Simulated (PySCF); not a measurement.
Frontier levels across methods

Species: cyclopropylamine, C3H7N.
Numbering: `[NH2:1][CH:2]1[CH2:3][CH2:4]1` (hydrogens: H5, H6 on N1; H7 on C2; H8, H9 on C3; H10, H11 on C4)

Structure used (PBE0-D3(BJ)/def2-SVP), in Å, numbered top down from 1:
```
atom  x, y, z in Å
N1     1.355    0.472    0.783
C2     0.352    0.454   -0.237
C3    -1.082    0.286    0.138
C4    -0.389   -0.790   -0.658
H5     1.047   -0.048    1.601
H6     2.206    0.019    0.454
H7     0.552    1.178   -1.036
H8    -1.836    0.906   -0.354
H9    -1.305    0.076    1.189
H10   -0.660   -0.918   -1.710
H11   -0.142   -1.721   -0.139
```

Basis pcSseg-2 throughout (PySCF), one geometry. Geometry: PBE0-D3(BJ)/def2-SVP, one conformer, isolated molecule.

**Question.** How do the orbital energies, the gap and the dipole change with the method?

**Answer.** 
```
   method                    kind  HOMO (eV)  LUMO (eV)  gap (eV)  μ (D)  SCF cycles
    B97-2           global hybrid      -6.30       0.76      7.06   1.18          12
    B3LYP           global hybrid      -6.35       0.41      6.76   1.19          12
BHandHLYP           global hybrid      -7.87       1.22      9.09   1.23          12
CAM-B3LYP  range-separated hybrid      -7.99       1.38      9.36   1.24          12
  wB97X-D  range-separated hybrid      -8.45       2.44     10.89   1.23          13
  LC-wPBE  range-separated hybrid      -9.35       2.53     11.88   1.27          13
```

The HOMO spans 3.05 eV, from B97-2 down to LC-wPBE, and the gap runs from 6.76 eV (B3LYP) to 11.88 eV (LC-wPBE). Over the methods B97-2 (21 %), B3LYP (20 %), BHandHLYP (50 %), a straight line through the gap against the share of exact exchange rises by 0.74 eV for each 10 % (correlation coefficient 0.996). The dipole ranges from 1.18 D (B97-2) to 1.27 D (LC-wPBE). This basis has no diffuse functions.
